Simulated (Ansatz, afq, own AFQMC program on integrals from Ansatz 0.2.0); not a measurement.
AFQMC on a folder of integrals that Ansatz 0.2.0 wrote.

```yaml
crystal:
  periodic: [false, false, false]
  atoms:
    - {symbol: Br, position_ang: [-0.447760, 0.000000, 0.000000]}
    - {symbol: H, position_ang: [0.972840, 0.000000, 0.000000]}
    - {symbol: C, position_ang: [2.421240, 0.000000, 0.000000]}
    - {symbol: H, position_ang: [2.835708, 0.000000, 0.996161]}
    - {symbol: H, position_ang: [2.835708, 0.000000, -0.996161]}
basis:
  gaussian: {orbitals: cc-pVTZ}
magnetization: {spin_polarized: true, initial_magnetization: 2}
correlation: {method: ccsd_t, electrons: outside_noble_gas, hamiltonian_folder: ham}
```

```sh
$ ansatz run in.yaml --threads 1 --pin off --events-out ev --progress --plain --max-ram 16896MiB --backend cuda --devices 0, --max-vram 18GiB
```

Options of the walk:

```
--method phaseless --trial cisd --walkers 900 --populations 20 --least-time 60 --time-step 0.005 --steps-per-block 50 --equilibration-blocks 28 --max-blocks 4000 --target-error 0.00022 --factor-cut 1e-05 --start spin_pure --seed 7694 --release-times 0.24,0.51,0.99,1.62,2.4 --release-step 0.03 --release-every 3 --taylor-order 6
```

Times are imaginary, in 1/Eh. The walk had a cap of 236 s. With eight or more populations the least sampling time is a fifth of least-time, and the error comes from their spread. Filled inner d shells are frozen with the cores.

Output of the walk:

```
orbitals 100  electrons 8 6  factors 621 of 679
reference energy -2611.96815656 Eh
CCSD correlation -0.34272121 Eh in 11 cycles, weight of the determinant in the CISD state 0.8705
energy of the start -2612.309063 Eh
 block  time / (1/Eh)  mean weight  energy / Eh
     1     0.250  1.0001  -2612.305419
     2     0.500  0.9996  -2612.309950
     3     0.750  0.9994  -2612.314099
     4     1.000  1.0006  -2612.317835
     5     1.250  0.9997  -2612.320636
     7     1.750  1.0001  -2612.320258
     9     2.250  0.9998  -2612.321282
    13     3.250  0.9998  -2612.324170
    19     4.750  0.9990  -2612.322848
    25     6.250  0.9997  -2612.323110
    31     7.750  1.0003  -2612.324857
    37     9.250  1.0004  -2612.324169
    43    10.750  1.0010  -2612.324636
    49    12.250  1.0000  -2612.324545
    55    13.750  0.9997  -2612.322410
    61    15.250  0.9996  -2612.322802
    67    16.750  1.0001  -2612.323178
    73    18.250  0.9997  -2612.323519
    79    19.750  1.0002  -2612.324297
    85    21.250  1.0001  -2612.322258
    91    22.750  1.0003  -2612.325851
    97    24.250  1.0001  -2612.325777
   103    25.750  1.0003  -2612.324343
   109    27.250  1.0002  -2612.323399
   112    28.000  0.9999  -2612.321241
   115    28.750  0.9996  -2612.323014
   121    30.250  1.0004  -2612.323373
   127    31.750  1.0002  -2612.323487
   133    33.250  0.9997  -2612.325383
   139    34.750  0.9998  -2612.324711
   145    36.250  1.0000  -2612.323358
   151    37.750  1.0003  -2612.323737
   157    39.250  1.0004  -2612.324399
error from the spread of 20 populations
released: time / (1/Eh)  energy / Eh  error  mean overlap
  0.24  -2612.324061  0.000219  0.9977
  0.51  -2612.324068  0.000196  0.9927
  0.99  -2612.323966  0.000227  0.9886
  1.62  -2612.324039  0.000155  0.9881
  2.40  -2612.324110  0.000354  0.9897
energy -2612.323992 +/- 0.000232 Eh
(rows thinned)
```

The run passed its tests (sampling time, drift between the halves within three errors, error under three times the target), which doesn't prove that it has relaxed, ending at its cap on processor time.

Against this walk (error 6.3 meV) on the same determinant: CCSD(T) 37.4 meV higher. The error is statistical and leaves out the bias of the constraint. Released to 2.40 1/Eh the energy moves by -3 ± 12 meV (both errors), within twice the noise.

Cautions: constraint bias not in the error; error above the target (6.3 against 6.0 meV); no relativity below Rb; no spin-orbit coupling; inner d shell frozen; lower spins were not checked.

The walk took 4 min on 1 × NVIDIA H100 80GB HBM3 with 2 threads of AMD EPYC 7R13 Processor (Zen 3) (shared host) (the card was shared). The log's last line is the phaseless energy.

A walk keeps the symmetry of its determinant, which the program's search chose and which needn't be the lowest solution, so a lower state of the same spin and another symmetry isn't excluded.
